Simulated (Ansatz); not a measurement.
## Worked example: correlation energy of GeAs⁺, triplet

Geometry: a PBE0/def2-TZVP stationary point for this spin.

```yaml
atoms:
  - { symbol: Ge, position_ang: [0.0000, 0.0000, 0.0000] }
  - { symbol: As, position_ang: [0.0000, 0.0000, 2.4053] }
```

Basis cc-pVDZ; Ansatz 0.2.0. Only valence electrons are correlated (noble-gas cores and the filled d shells of p-block atoms frozen), which leaves 8 electrons in 26 orbitals. R marks a restricted (for open shells ROHF) determinant. No spin–orbit coupling is included, and no scalar relativity.

Full CI is exact within this basis and frozen core; it isn't the basis-set limit.

Runs differ by some tens of microhartree through their thresholds and, for an open shell, their frozen cores, so steps under 0.03 kcal/mol mean nothing.

```csv
level,total energy (hartree)
RHF,-4309.219829
RMP2,-4309.339728
RCCSD,-4309.369781
RCCSD(T),-4309.375386
RCCSDT,-4309.376755
RCCSDT(Q),-4309.377118
RCCSDTQ,-4309.377155
full CI,-4309.377158
```

Problem. What is the correlation energy at full CI, and what share of it do RMP2 and RCCSDT recover?

Solution. E(corr) = -4309.377158 − (-4309.219829) = -0.157329 hartree = -4.281 eV. RMP2: -0.119899 / -0.157329 = 76.21 %. RCCSDT: -0.156926 / -0.157329 = 99.74 %.

Problem. By how many kcal/mol does RCCSD(T) miss full CI (1 hartree = 627.509 kcal/mol), and which steps make up the rest?

Solution. -4309.375386 − (-4309.377158) = 0.001772 hartree = 1.11 kcal/mol. Steps: RCCSDT − RCCSD(T) = -0.86, RCCSDT(Q) − RCCSDT = -0.23, RCCSDTQ − RCCSDT(Q) = -0.02, full CI − RCCSDTQ = 0.00 kcal/mol. Differences between like states or geometries often cancel part of this.
